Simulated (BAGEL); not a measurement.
# C3H4ClF (SMILES C/C(Cl)=C/F) at B3LYP/6-31G(d) (density fitting with qzvpp-jkfit, spherical functions)

Aim: the energy change on altering one bond length of C3H4ClF at B3LYP/6-31G* (density fitting with qzvpp-jkfit, spherical functions), from 2 runs. 

Program for the calculation: BAGEL 1.2.2.

1 further run of the same task is left out (set aside as unsound or not needed).

**1. Starting point**

C3H4ClF: 9 atoms, total charge 0, spin state singlet. As SMILES, `C/C(Cl)=C/F`. Geometry: relaxed at PBE0-D4/def2-TZVP.

Bond lengths: C1–C2 1.485 Å, C2–Cl3 1.723 Å, C2–C4 1.324 Å, C4–F5 1.329 Å, C1–H6 1.093 Å, C1–H7 1.093 Å, C1–H8 1.092 Å, C4–H9 1.083 Å. Some angles: C1–C2–Cl3 116.4°, C1–C2–C4 123.5°, Cl3–C2–C4 120.1°, C2–C4–F5 123.3°, C2–C1–H6 110.7°, C2–C1–H7 110.7°, C2–C1–H8 110.5°, C2–C4–H9 123.1°, F5–C4–H9 113.6°, H6–C1–H7 107.7°.

**2. A single-point energy at B3LYP/6-31G(d) (density fitting with qzvpp-jkfit, spherical functions)**

File calc.json:

```json
{ "bagel" : [

{
  "title" : "molecule",
  "basis" : "6-31gs.json",
  "df_basis" : "qzvpp-jkfit",
  "angstrom" : true,
  "geometry" : [
    { "atom" : "C", "xyz" : [   -0.262400,   -1.054600,   -0.407800 ] },
    { "atom" : "C", "xyz" : [    0.365700,    0.109200,    0.268100 ] },
    { "atom" : "Cl", "xyz" : [    1.840500,   -0.196100,    1.104900 ] },
    { "atom" : "C", "xyz" : [   -0.148300,    1.329600,    0.251200 ] },
    { "atom" : "F", "xyz" : [    0.417300,    2.368500,    0.857300 ] },
    { "atom" : "H", "xyz" : [   -0.494700,   -1.841200,    0.314300 ] },
    { "atom" : "H", "xyz" : [    0.413700,   -1.478800,   -1.154200 ] },
    { "atom" : "H", "xyz" : [   -1.186400,   -0.753900,   -0.905100 ] },
    { "atom" : "H", "xyz" : [   -1.071600,    1.574900,   -0.259700 ] }
  ]
},
{
  "title" : "ks",
  "xc_func" : "b3lyp"
},
{
  "title" : "print",
  "file" : "orbitals.molden",
  "orbitals" : true
}

]}
```

The basis set 6-31G* is read from a file made from the Basis Set Exchange's data (not shown).

Command:

```bash
BAGEL_NUM_THREADS=1 BAGEL calc.json > calc.out
```

Standard output:

```text
* using 1 threads per process

  ===============================================================
  ===============================================================

  *** Geometry ***

  { "atom" : "C", "xyz" : [     -0.495864,     -1.992905,     -0.770630 ] },
  { "atom" : "C", "xyz" : [      0.691073,      0.206358,      0.506636 ] },
  { "atom" : "Cl", "xyz" : [      3.478041,     -0.370575,      2.087958 ] },
  { "atom" : "C", "xyz" : [     -0.280246,      2.512580,      0.474699 ] },
  { "atom" : "F", "xyz" : [      0.788583,      4.475816,      1.620062 ] },
  { "atom" : "H", "xyz" : [     -0.934848,     -3.479364,      0.593941 ] },
  { "atom" : "H", "xyz" : [      0.781780,     -2.794527,     -2.181122 ] },
  { "atom" : "H", "xyz" : [     -2.241971,     -1.424665,     -1.710391 ] },
  { "atom" : "H", "xyz" : [     -2.025031,      2.976130,     -0.490762 ] },

  Number of auxiliary basis functions:      502

  Since a DF basis is specified, we compute 2- and 3-index integrals:
    o Being stored without compression. Storage requirement is 0.027 GB

  Number of basis functions:       82
  Number of electrons      :       48

    * METHOD: MOLECULE                             0.23

  *** Kohn-Sham DFT ***

    * Removing 17274 points whose weight is below 1.00e-10
    * Grid points: 116880

  === Nuclear Repulsion ===
   215.4625212528

       - DIIS with orbital gradients will be used.

  === KS iteration (b3lyp / 6-31gs.json) ===
      0       -633.78916191          0.14213268           0.37
      1       -579.61096850          0.20652583           0.36
      2       -567.86163856          0.22208955           0.35
      3       -639.30108244          0.18385802           0.35
      4       -669.68610258          0.08809247           0.35
      5       -674.27914478          0.06166470           0.35
      6       -676.61799855          0.01559320           0.35
      7       -676.62529631          0.01469244           0.35
      8       -676.71657107          0.00414944           0.37
      9       -676.72562458          0.00093544           0.37
     10       -676.72612176          0.00024690           0.35
     11       -676.72614912          0.00005829           0.36
     12       -676.72615167          0.00001288           0.36
     13       -676.72615171          0.00000875           0.35
     14       -676.72615176          0.00000284           0.36
     15       -676.72615176          0.00000076           0.35
     16       -676.72615176          0.00000025           0.36
     17       -676.72615176          0.00000006           0.36
     18       -676.72615176          0.00000002           0.36
     19       -676.72615176          0.00000000           0.36
    * SCF iteration converged.

    * Permanent dipole moment:
           (    0.736088,     0.331626,     0.537258) a.u.

    * METHOD: KS                                   7.70

    * METHOD: PRINT                                0.01

  ===============================================================
```

It took 8.1 s on 1 thread of Arm Neoverse V2, shared host; peak memory 0.46 GiB.

**3. The distorted shape at the same level**

File calc.json:

```json
{ "bagel": [

{
  "title": "molecule",
  "basis": "6-31gs.json",
  "df_basis": "qzvpp-jkfit",
  "angstrom": true,
  "geometry": [
    { "atom": "C", "xyz": [   -2.032126,   -0.688247,   -1.411941 ] },
    { "atom": "C", "xyz": [   -1.404026,    0.475553,   -0.736041 ] },
    { "atom": "Cl", "xyz": [    1.840500,   -0.196100,    1.104900 ] },
    { "atom": "C", "xyz": [   -1.918026,    1.695953,   -0.752941 ] },
    { "atom": "F", "xyz": [   -1.352426,    2.734853,   -0.146841 ] },
    { "atom": "H", "xyz": [   -2.264426,   -1.474847,   -0.689841 ] },
    { "atom": "H", "xyz": [   -1.356026,   -1.112447,   -2.158341 ] },
    { "atom": "H", "xyz": [   -2.956126,   -0.387547,   -1.909241 ] },
    { "atom": "H", "xyz": [   -2.841326,    1.941253,   -1.263841 ] }
  ]
},
{ "title": "ks", "xc_func": "b3lyp" },
{ "title": "print", "file": "orbitals.molden", "orbitals": true }

]}
```

The basis set 6-31G* is read from a file made from the Basis Set Exchange's data (not shown).

Command:

```bash
BAGEL_NUM_THREADS=1 BAGEL calc.json > calc.out
```

Standard output:

```text
* using 1 threads per process

  ===============================================================
  ===============================================================

  *** Geometry ***

  { "atom" : "C", "xyz" : [     -3.840162,     -1.300598,     -2.668182 ] },
  { "atom" : "C", "xyz" : [     -2.653225,      0.898665,     -1.390916 ] },
  { "atom" : "Cl", "xyz" : [      3.478041,     -0.370575,      2.087958 ] },
  { "atom" : "C", "xyz" : [     -3.624544,      3.204887,     -1.422852 ] },
  { "atom" : "F", "xyz" : [     -2.555715,      5.168123,     -0.277489 ] },
  { "atom" : "H", "xyz" : [     -4.279145,     -2.787057,     -1.303611 ] },
  { "atom" : "H", "xyz" : [     -2.562518,     -2.102220,     -4.078673 ] },
  { "atom" : "H", "xyz" : [     -5.586269,     -0.732358,     -3.607943 ] },
  { "atom" : "H", "xyz" : [     -5.369328,      3.668437,     -2.388313 ] },

  Number of auxiliary basis functions:      502

  Since a DF basis is specified, we compute 2- and 3-index integrals:
    o Being stored without compression. Storage requirement is 0.027 GB

  Number of basis functions:       82
  Number of electrons      :       48

    * METHOD: MOLECULE                             0.22

  *** Kohn-Sham DFT ***

    * Removing 15269 points whose weight is below 1.00e-10
    * Grid points: 118885

  === Nuclear Repulsion ===
   168.0766792204

       - DIIS with orbital gradients will be used.

  === KS iteration (b3lyp / 6-31gs.json) ===
      0       -641.57588156          0.13998774           0.38
      1       -551.12664438          0.18669847           0.35
      2       -570.09033985          0.18752910           0.36
      3       -651.29875674          0.14624032           0.37
      4       -673.85574522          0.06749872           0.36
      5       -675.96436908          0.01385904           0.36
      6       -675.89827664          0.02257702           0.36
      7       -676.29808646          0.01186319           0.37
      8       -676.32751647          0.01379833           0.37
      9       -676.47924349          0.00915771           0.35
     10       -676.09492177          0.01720887           0.35
     11       -676.01691212          0.01764470           0.36
     12       -676.45920844          0.01044761           0.36
     13       -676.54910830          0.00251492           0.36
     14       -676.54445346          0.00331444           0.36
     15       -676.55055340          0.00178598           0.36
     16       -676.55194683          0.00135867           0.35
     17       -676.55367628          0.00018498           0.35
     18       -676.55369457          0.00009006           0.36
     19       -676.55370302          0.00001910           0.36
     20       -676.55370382          0.00001078           0.36
     21       -676.55370400          0.00000494           0.36
     22       -676.55370411          0.00000625           0.36
     23       -676.55370426          0.00000388           0.36
     24       -676.55370426          0.00000332           0.36
     25       -676.55370428          0.00000127           0.36
     26       -676.55370428          0.00000050           0.36
     27       -676.55370428          0.00000061           0.37
     28       -676.55370428          0.00000027           0.37
     29       -676.55370428          0.00000010           0.37
     30       -676.55370428          0.00000013           0.37
     31       -676.55370428          0.00000010           0.37
     32       -676.55370428          0.00000008           0.37
     33       -676.55370428          0.00000002           0.37
     34       -676.55370428          0.00000002           0.37
     35       -676.55370428          0.00000001           0.36
     36       -676.55370428          0.00000001           0.37
     37       -676.55370428          0.00000001           0.37
    * SCF iteration converged.

    * Permanent dipole moment:
           (    2.625347,    -0.001973,     1.623486) a.u.

    * METHOD: KS                                  14.33

    * METHOD: PRINT                                0.01

  ===============================================================
```

It took 15 s on 1 thread of Arm Neoverse V2, shared host; peak memory 0.47 GiB.

**4. Summary of results**

Level: B3LYP/6-31G* (density fitting with qzvpp-jkfit, spherical functions).

```
                                                          quantity          value
                                         first shape: total energy  -676.72615 Eh
                                        first shape: dipole moment         2.46 D
                                          first shape: HOMO energy       -6.65 eV
                                          first shape: LUMO energy        0.44 eV
                                        first shape: HOMO–LUMO gap        7.09 eV
                                     distorted shape: total energy  -676.55370 Eh
                                    distorted shape: dipole moment         7.85 D
                                      distorted shape: HOMO energy       -7.19 eV
                                      distorted shape: LUMO energy       -6.00 eV
                                    distorted shape: HOMO–LUMO gap        1.20 eV
energy change with the C2–Cl3 bond stretched from 1.723 to 3.790 Å       4.693 eV
```

In words: One bond (distorted shape) is far stretched, which a spin-restricted single reference describes badly; a broken-symmetry solution may lie lower. With the C2–Cl3 bond stretched from 1.723 to 3.790 Å the energy rises by 4.69 eV (108 kcal/mol). The first shape isn't relaxed at this level, so the change isn't measured from a minimum. A restricted reference can't describe the breaking bond well at this length.
